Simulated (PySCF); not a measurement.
methane (CH₄), SMILES C. Atoms are numbered in the order given.

```xyz
5

C      0.0000     0.0000     0.0000
H      0.6289    -0.6289     0.6289
H     -0.6289    -0.6289    -0.6289
H     -0.6289     0.6289     0.6289
H      0.6289     0.6289    -0.6289
```
Charge 0, spin multiplicity 1.

Geometry optimised at B3LYP-D3(BJ)/def2-TZVPD.

The numbers are results of CAM-B3LYP/def2-TZVPD in PySCF, not measurements.

Symmetry labels are those of the subgroup D2 that the program uses (full group Td).

Computed valence orbital energies around the gap with their symmetry:
```tsv
orbital	symmetry	energy (eV)
HOMO−4	A	-278.22
HOMO−3	A	-21.09
HOMO−2	B1	-12.51
HOMO−1	B2	-12.51
HOMO	B3	-12.51
LUMO	A	1.06
LUMO+1	B1	3.42
LUMO+2	B2	3.42
LUMO+3	B3	3.42
```
